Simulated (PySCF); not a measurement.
# Shieldings and the share of exact exchange

Molecule: `F[C@]12C[C@H]1C2`, C4H5F.

Numbering as in the mapped SMILES `[F:1][C@:2]12[CH2:3][C@H:4]1[CH2:5]2`. Hydrogens are named by the atom that carries them. Ha(C5) is cis to C3 on the ring; Ha(C3) is cis to C5 on the ring; Hb(C5) is trans to C3 on the ring; Hb(C3) is trans to C5 on the ring.

GIAO shieldings (ppm, equivalent atoms averaged) in PySCF 2.14.0 with density-fitted response routines on the PBE0-D3(BJ)/def2-SVP geometry, basis pcSseg-2, gas phase, non-relativistic:

```csv
functional,exact exchange (%),σ(F1),σ(C2),σ(C3/C5),σ(C4)
BLYP,0,425.6,94.4,138.3,166.8
BP86,0,429.4,98.8,142.3,171.0
PBE,0,427.5,99.0,142.5,171.2
B3LYP,20,437.4,101.8,143.4,172.1
PBE0,25,441.4,107.9,148.5,177.3
BHandHLYP,50,452.0,111.9,150.3,179.1
HF,100,472.2,128.0,161.1,190.2
```

Question: Fit each shielding as a line in the percentage of exact exchange.

Answer: σ(F1) = 428.2 + 0.45 x (rms 1.5 ppm); σ(C2) = 97.5 + 0.30 x (rms 1.9 ppm); σ(C3/C5) = 141.1 + 0.20 x (rms 1.7 ppm); σ(C4) = 169.7 + 0.20 x (rms 1.8 ppm). The functionals also differ in their semilocal parts, which the line can't hold; Hartree–Fock has no correlation at all.

Question: What does the line predict for mPW1PW91 (25 %), and what does the run give?

Answer: σ(F1): 439.4 predicted, 441.5 computed; σ(C2): 105.0 predicted, 107.2 computed; σ(C3/C5): 146.1 predicted, 147.9 computed; σ(C4): 174.7 predicted, 176.5 computed ppm.
